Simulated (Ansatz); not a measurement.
Consider the isomerisation: `CC1(O)NCS1` → `CS/C=C(/N)O`.

Isolated molecules relaxed with PBE0-D4/def2-TZVP in Ansatz; ΔE leaves out vibrations. CBS: MP2 limit from def2 TZ/QZ plus the TZ coupled-cluster correction, frozen cores. DFT in def2-TZVPP. B3LYP here is the variant with VWN-RPA as its local correlation; programs differ in this. Each species was taken in one conformer, which may not be the lowest.

| level | ΔE (eV) |
| --- | --- |
| r2SCAN-D4 | -0.53 |
| r2SCAN | -0.53 |
| PBE0 | -0.45 |
| B3LYP | -0.60 |
| HF/def2-TZVPP | -0.53 |
| SCS-MP2/def2-TZVPP | -0.31 |
| CCSD/def2-TZVPP | -0.30 |
| CCSD/CBS(def2) | -0.33 |

(1) What does CCSD(T)/CBS give? (An estimate is asked.)

Largest T1 diagnostic among the species: 0.012.

Answers

(1) Ansatz gave: -0.33 eV. The listed levels differ from it by -0.20, -0.20, -0.12, -0.27, -0.20, 0.02, 0.03, 0.00 eV.

In def2-TZVPP, CCSD(T) changes the Hartree–Fock value by +0.22 eV (the triples alone add +0.00 eV) and MP2 by +0.20 eV. The D4 term adds +0.05 eV with B3LYP and +0.02 eV with PBE0; it sums over pairs of atoms, weighted by their polarisabilities, and B3LYP, whose exchange is more repulsive, gets the larger term.
